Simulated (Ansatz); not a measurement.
Relaxation of BFH₅N (8 atoms, charge 0, multiplicity 1), to a largest force component of 0.03 eV/Å in at most 50 steps.

These are results of RKS B3LYP-D4/def2-SVP in Ansatz 0.2.0, not measurements.

```xyz
8
Properties=species:S:1:pos:R:3
B 0.022 -0.165 0.266
N 0.036 -0.276 1.736
H -0.786 -0.547 2.265
H 0.898 -0.326 2.266
H 1.076 -0.026 -0.298
H -1.031 -0.301 -0.299
F -0.307 2.337 0.425
H -0.254 1.902 1.243
```

**Question.** Where does it end, and by what steps?

**Answer.** The forces met the threshold. After 5 steps the energy has fallen by 0.178 eV; F7 moved furthest, 0.43 Å.

| step | energy less start (eV) | largest force component (eV/Å) | accepted |
| --- | --- | --- | --- |
| 0 | 0.0000 | 2.284 | yes |
| 1 | -0.0948 | 1.373 | yes |
| 2 | -0.1576 | 0.896 | yes |
| 3 | -0.1743 | 0.357 | yes |
| 4 | -0.1778 | 0.111 | yes |
| 5 | -0.1780 | 0.023 | yes |

```xyz
8
Properties=species:S:1:pos:R:3
B 0.039 -0.295 0.230
N 0.020 -0.162 1.630
H -0.812 -0.343 2.184
H 0.869 -0.117 2.185
H 1.094 -0.210 -0.342
H -1.001 -0.486 -0.344
F -0.332 2.518 0.813
H -0.222 1.694 1.248
```

Whether the end is a true minimum wasn't checked by a vibrational analysis.

The run took 12 s on 1 thread of Arm Neoverse V1, on a shared host, peak memory 0.13 GiB.
